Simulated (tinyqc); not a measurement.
Coupled-perturbed Hartree-Fock on RHF in the sto-3g basis, for BH3, spin multiplicity 1, step by step (part 3 of 3). Computed by tinyqc, a small Python program that keeps every step (integrals from PySCF). Command: `OMP_NUM_THREADS=1 python tinyqc.py 31608 31609 out.jsonl` (the two numbers bound the seeds that draw the settings). One thread of a shared host (Intel(R) Xeon(R) Processor @ 2.60GHz), about 0.2 s of CPU time with the checks.

Geometry (angstrom):

| atom | x | y | z |
|---|---|---|---|
| B | 0.000000 | 0.000000 | 0.014000 |
| H | 1.208000 | 0.000000 | 0.000000 |
| H | -0.604000 | 1.046000 | 0.000000 |
| H | -0.604000 | -1.046000 | 0.000000 |

## Integrals over molecular orbitals

coefficients C:
```
              MO1        MO2        MO3        MO4        MO5        MO6        MO7        MO8
1B 1s    0.990973  -0.227423   0.000000  -0.000025  -0.004900  -0.263053   0.000354   0.000000
1B 2s    0.036551   0.564682   0.000000   0.000097   0.021965   1.436913  -0.002043   0.000000
1B 2px  -0.000001  -0.000062   0.000000   0.505997   0.000000   0.001481   1.174057   0.000000
1B 2py   0.000000   0.000000   0.506003   0.000000   0.000000   0.000000   0.000000   1.174073
1B 2pz  -0.000076  -0.002169   0.000000   0.000000   0.999774  -0.024916   0.000034   0.000000
2H 1s   -0.006258   0.279077   0.000000   0.519748  -0.007350  -0.736440  -0.970376   0.000000
3H 1s   -0.006259   0.279166   0.450087  -0.259815  -0.007348  -0.734588   0.486747  -0.841315
4H 1s   -0.006259   0.279166  -0.450087  -0.259815  -0.007348  -0.734588   0.486747   0.841315
```

core Hamiltonian H = T + V (hartree):
```
             1B 1s      1B 2s     1B 2px     1B 2py     1B 2pz      2H 1s      3H 1s      4H 1s
1B 1s   -13.635279  -3.541278   0.000006   0.000000   0.000627  -0.847483  -0.847749  -0.847749
1B 2s    -3.541278  -4.683156   0.000043   0.000000   0.005505  -1.972244  -1.972619  -1.972619
1B 2px    0.000006   0.000043  -3.947293   0.000000  -0.000001  -1.783307   0.891886   0.891886
1B 2py    0.000000   0.000000   0.000000  -3.947290   0.000000   0.000000  -1.544539   1.544539
1B 2pz    0.000627   0.005505  -0.000001   0.000000  -3.770097   0.021780   0.021785   0.021785
2H 1s    -0.847483  -1.972244  -1.783307   0.000000   0.021780  -3.132900  -0.447070  -0.447070
3H 1s    -0.847749  -1.972619   0.891886  -1.544539   0.021785  -0.447070  -3.133158  -0.447245
4H 1s    -0.847749  -1.972619   0.891886   1.544539   0.021785  -0.447070  -0.447245  -3.133158
```

Given earlier and not repeated: Two-electron integrals (ij|kl) in chemists' order.

(pq|rs) = sum C_ip C_jq C_kr C_ls (ij|kl), one index at a time.

one-electron integrals over orbitals h = C^T H C (hartree):
```
            1          2          3          4          5          6          7          8
1  -13.619232   0.298701   0.000000   0.000036   0.006984   0.305108  -0.000403   0.000000
2    0.298701  -3.773085   0.000000   0.000043  -0.004126  -0.608760   0.000889   0.000000
3    0.000000   0.000000  -3.505923   0.000000   0.000000   0.000000   0.000000  -0.628236
4    0.000036   0.000043   0.000000  -3.505844  -0.000002  -0.000935  -0.628301   0.000000
5    0.006984  -0.004126   0.000000  -0.000002  -3.769868   0.012335  -0.000015   0.000000
6    0.305108  -0.608760   0.000000  -0.000935   0.012335  -2.947650  -0.000267   0.000000
7   -0.000403   0.000889   0.000000  -0.628301  -0.000015  -0.000267  -3.140816   0.000000
8    0.000000   0.000000  -0.628236   0.000000   0.000000   0.000000   0.000000  -3.140804
```

Two-electron integrals over orbitals (pq|rs), unique and non-zero (hartree):
```
(11|11) 2.885961    (21|11) -0.250211   (21|21) 0.033890    (22|11) 0.599837
(22|21) -0.008512   (22|22) 0.441818    (31|31) 0.007427    (32|31) 0.012746
(32|32) 0.120470    (33|11) 0.541238    (33|21) -0.003622   (33|22) 0.436636
(33|33) 0.489174    (41|11) -0.000028   (41|21) 2.74e-06    (41|22) -4.81e-06
(41|33) -0.004045   (41|41) 0.007426    (42|11) -3.80e-06   (42|21) -2.34e-06
(42|22) -0.000038   (42|33) -0.063550   (42|41) 0.012744    (42|42) 0.120441
(43|31) -0.004042   (43|32) -0.063539   (43|43) 0.049340    (44|11) 0.541218
(44|21) -0.003623   (44|22) 0.436595    (44|33) 0.390438    (44|41) 0.004046
(44|42) 0.063565    (44|44) 0.489190    (51|11) -0.005284   (51|21) 0.000655
(51|22) -0.000436   (51|33) -0.000222   (51|41) 9.45e-08    (51|42) 1.37e-08
(51|44) -0.000222   (51|51) 0.021914    (52|11) 0.002760    (52|21) -0.000219
(52|22) -0.000474   (52|33) -0.000339   (52|41) -1.53e-08   (52|42) 4.12e-08
(52|44) -0.000339   (52|51) 0.021285    (52|52) 0.069190    (53|31) 0.000081
(53|32) -0.000546   (53|43) 0.000545    (53|53) 0.017512    (54|11) 8.13e-07
(54|21) -4.64e-08   (54|22) 2.17e-07    (54|33) 0.000545    (54|41) 0.000081
(54|42) -0.000546   (54|44) -0.000545   (54|51) 2.57e-06    (54|52) 0.000006
(54|54) 0.017511    (55|11) 0.741896    (55|21) -0.009777   (55|22) 0.462246
(55|33) 0.432014    (55|41) -1.00e-06   (55|42) -2.81e-06   (55|44) 0.432002
(55|51) 0.000705    (55|52) 0.003654    (55|54) 7.84e-07    (55|55) 0.586801
(61|11) -0.276580   (61|21) 0.038411    (61|22) -0.008704   (61|33) -0.003483
(61|41) 0.000021    (61|42) 0.000025    (61|44) -0.003469   (61|51) 0.000332
(61|52) -0.000606   (61|54) 1.20e-07    (61|55) -0.007750   (61|61) 0.043677
(62|11) 0.216101    (62|21) -0.009430   (62|22) 0.042755    (62|33) 0.021423
(62|41) 0.000009    (62|42) 4.33e-06    (62|44) 0.021364    (62|51) -0.000588
(62|52) -0.000185   (62|54) 1.20e-06    (62|55) 0.108210    (62|61) -0.009442
(62|62) 0.070632    (63|31) 0.003328    (63|32) -0.043256   (63|43) 0.040779
(63|53) 0.000631    (63|63) 0.059584    (64|11) 0.000302    (64|21) -0.000009
(64|22) 0.000082    (64|33) 0.040894    (64|41) 0.003319    (64|42) -0.043384
(64|44) -0.040815   (64|51) -4.50e-08   (64|52) 1.97e-06    (64|54) 0.000632
(64|55) 0.000149    (64|61) 1.17e-07    (64|62) 0.000154    (64|64) 0.059749
(65|11) -0.002749   (65|21) -0.000080   (65|22) -0.001433   (65|33) -0.000642
(65|41) 3.85e-07    (65|42) 2.72e-06    (65|44) -0.000639   (65|51) 0.023634
(65|52) 0.065435    (65|54) 0.000030    (65|55) 0.000285    (65|61) -0.000546
(65|62) -0.002349   (65|64) -2.26e-06   (65|65) 0.067763    (66|11) 0.615969
(66|21) -0.011411   (66|22) 0.437245    (66|33) 0.435667    (66|41) 0.000033
(66|42) 0.000283    (66|44) 0.435968    (66|51) -0.001238   (66|52) -0.002585
(66|54) -2.17e-06   (66|55) 0.458193    (66|61) -0.011403   (66|62) 0.027500
(66|64) -0.000082   (66|65) -0.003255   (66|66) 0.453367    (71|11) 0.000372
(71|21) -0.000054   (71|22) 0.000006    (71|33) -0.005333   (71|41) 0.013038
(71|42) 0.019431    (71|44) 0.005346    (71|51) -4.50e-07   (71|52) 7.84e-07
(71|54) 0.000157    (71|55) 0.000010    (71|61) -0.000029   (71|62) 0.000029
(71|64) 0.006018    (71|65) 1.35e-06    (71|66) 0.000069    (71|71) 0.023117
(72|11) -0.000314   (72|21) 0.000012    (72|22) -0.000062   (72|33) 0.024237
(72|41) 0.007773    (72|42) -0.002562   (72|44) -0.024301   (72|51) 7.64e-07
(72|52) -7.92e-08   (72|54) 0.000863    (72|55) -0.000155   (72|61) 0.000030
(72|62) -0.000042   (72|64) 0.045734    (72|65) 3.37e-06    (72|66) -0.000063
(72|71) 0.013055    (72|72) 0.048586    (73|31) 0.003162    (73|32) 0.050781
(73|43) -0.023706   (73|53) -0.000459   (73|63) -0.030502   (73|73) 0.035806
(74|11) 0.203946    (74|21) -0.005427   (74|22) 0.047262    (74|33) 0.053294
(74|41) -0.003169   (74|42) -0.050658   (74|44) 0.006064    (74|51) 0.000018
(74|52) 0.001485    (74|54) 0.000458    (74|55) 0.098164    (74|61) -0.005039
(74|62) 0.067869    (74|64) 0.030548    (74|65) -0.000595   (74|66) 0.027388
(74|71) -0.005275   (74|72) 0.009341    (74|74) 0.104950    (75|11) 3.42e-06
(75|21) 6.84e-08    (75|22) 1.29e-06    (75|33) -0.000962   (75|41) 0.000290
(75|42) 0.001993    (75|44) 0.000965    (75|51) -0.000032   (75|52) -0.000091
(75|54) 0.016258    (75|55) -6.47e-07   (75|61) 1.36e-06    (75|62) 3.48e-06
(75|64) -0.000771   (75|65) -0.000065   (75|66) 0.000009    (75|71) 0.000482
(75|72) 0.000260    (75|74) -0.000845   (75|75) 0.020222    (76|11) 0.000070
(76|21) 8.11e-07    (76|22) -0.000010   (76|33) -0.057893   (76|41) 0.012945
(76|42) 0.108494    (76|44) 0.057955    (76|51) 1.45e-06    (76|52) 4.16e-06
(76|54) -0.000719   (76|55) 0.000016    (76|61) 0.000030    (76|62) 0.000018
(76|64) -0.046478   (76|65) 0.000006    (76|66) 0.000301    (76|71) 0.020624
(76|72) -0.008442   (76|74) -0.052500   (76|75) 0.001764    (76|76) 0.111140
(77|11) 0.680691    (77|21) -0.009772   (77|22) 0.456284    (77|33) 0.421032
(77|41) -0.000876   (77|42) 0.028062    (77|44) 0.486591    (77|51) -0.000154
(77|52) 0.000578    (77|54) -0.000562   (77|55) 0.476196    (77|61) -0.009234
(77|62) 0.046029    (77|64) -0.037011   (77|65) -0.000408   (77|66) 0.462706
(77|71) -0.002428   (77|72) -0.030886   (77|74) 0.043740    (77|75) 0.000327
(77|76) 0.029266    (77|77) 0.526324    (81|31) 0.013038    (81|32) 0.019432
(81|43) -0.005334   (81|53) 0.000157    (81|63) 0.006032    (81|73) 0.005268
(81|81) 0.023116    (82|31) 0.007772    (82|32) -0.002583   (82|43) 0.024276
(82|53) 0.000863    (82|63) 0.045716    (82|73) -0.009562   (82|81) 0.013053
(82|82) 0.048590    (83|11) 0.203935    (83|21) -0.005428   (83|22) 0.047227
(83|33) 0.006020    (83|41) 0.003166    (83|42) 0.050723    (83|44) 0.053348
(83|51) 0.000018    (83|52) 0.001485    (83|54) -0.000458   (83|55) 0.098155
(83|61) -0.005025   (83|62) 0.067850    (83|64) -0.030412   (83|65) -0.000592
(83|66) 0.027660    (83|71) 0.005284    (83|72) -0.009590   (83|74) 0.037422
(83|75) 0.000848    (83|76) 0.052635    (83|77) 0.065614    (83|83) 0.105030
(84|31) 0.003167    (84|32) 0.050725    (84|43) -0.023651   (84|53) -0.000458
(84|63) -0.030422   (84|73) 0.031959    (84|81) 0.005278    (84|82) -0.009496
(84|84) 0.035723    (85|31) 0.000290    (85|32) 0.001993    (85|43) -0.000963
(85|53) 0.016258    (85|63) -0.000769   (85|73) 0.000848    (85|81) 0.000482
(85|82) 0.000260    (85|84) 0.000847    (85|85) 0.020221    (86|31) 0.012947
(86|32) 0.108430    (86|43) -0.057807   (86|53) -0.000717   (86|63) -0.046236
(86|73) 0.052629    (86|81) 0.020629    (86|82) -0.008375   (86|84) 0.052568
(86|85) 0.001762    (86|86) 0.110980    (87|31) 0.000823    (87|32) -0.028507
(87|43) 0.033008    (87|53) 0.000565    (87|63) 0.037249    (87|73) -0.011224
(87|81) 0.002358    (87|82) 0.030858    (87|84) -0.011170   (87|85) -0.000333
(87|86) -0.029584   (87|87) 0.034572    (88|11) 0.680690    (88|21) -0.009772
(88|22) 0.456300    (88|33) 0.486747    (88|41) 0.000839    (88|42) -0.028361
(88|44) 0.420863    (88|51) -0.000154   (88|52) 0.000578    (88|54) 0.000564
(88|55) 0.476198    (88|61) -0.009228   (88|62) 0.046103    (88|64) 0.037299
(88|65) -0.000409   (88|66) 0.462550    (88|71) 0.002398    (88|72) 0.030776
(88|74) 0.065718    (88|75) -0.000331   (88|76) -0.029497   (88|77) 0.457576
(88|83) 0.043548    (88|88) 0.526484
```

## Response to a field: uncoupled start

orbital energies (hartree): MO1 -7.417429, MO2 -0.659930, MO3 -0.457361, MO4 -0.457357, MO5 0.240320, MO6 0.668407, MO7 0.735919, MO8 0.735936

dipole integrals <a|z|i> (bohr):
```
           i1         i2        i3        i4
a5   0.121666   0.815513  0.000000  0.000103
a6  -0.002449  -0.001706  0.000000  0.000022
a7   0.000003  -0.000001  0.000000  0.016744
a8   0.000000   0.000000  0.016744  0.000000
```

Field along z; U_ai = -mu_ai / (e_a - e_i), alpha = -4 sum U_ai mu_ai.

uncoupled U:
```
           i1         i2         i3         i4
a5  -0.015888  -0.905874   0.000000  -0.000148
a6   0.000303   0.001284   0.000000  -0.000019
a7   0.000000   0.000001   0.000000  -0.014032
a8   0.000000   0.000000  -0.014032   0.000000
```

uncoupled polarisability = 2.964633 bohr^3

## Coupled step 1

U_ai = -(mu_ai + sum_bj [4 (ai|bj) - (ab|ij) - (aj|bi)] U_bj) / (e_a - e_i); alpha = -4 sum U_ai mu_ai.

U after step 1:
```
           i1         i2         i3         i4
a5  -0.008582  -1.160745   0.000000  -0.000202
a6  -0.000002   0.004562   0.000000  -0.000017
a7   0.000000  -0.000003   0.000000  -0.012834
a8   0.000000   0.000000  -0.012835   0.000000
```

polarisability = 3.792338 bohr^3

## Coupled step 2

As before.

U after step 2:
```
           i1         i2         i3         i4
a5  -0.005485  -1.233456   0.000000  -0.000224
a6  -0.000060   0.005080   0.000000  -0.000017
a7   0.000000  -0.000004   0.000000  -0.012418
a8   0.000000   0.000000  -0.012418   0.000000
```

polarisability = 4.027964 bohr^3

## Coupled polarisability

Repeat until U stops changing; compare with -d2E/dF2.

Course of the coupled iterations:

| step | alpha (bohr^3) |
|---|---|
| 0 | 2.964633 |
| 1 | 3.792338 |
| 2 | 4.027964 |
| 3 | 4.095405 |
| 4 | 4.114740 |
| 5 | 4.120286 |
| 6 | 4.121877 |
| 7 | 4.122334 |
| 8 | 4.122465 |
| 9 | 4.122502 |
| 10 | 4.122513 |
| 11 | 4.122516 |
| 12 | 4.122517 |
| 13 | 4.122517 |
| 14 | 4.122517 |
| 15 | 4.122517 |

coupled polarisability = 4.122517 bohr^3

finite-field check, fields of +/-0.001 au = 4.122513 bohr^3
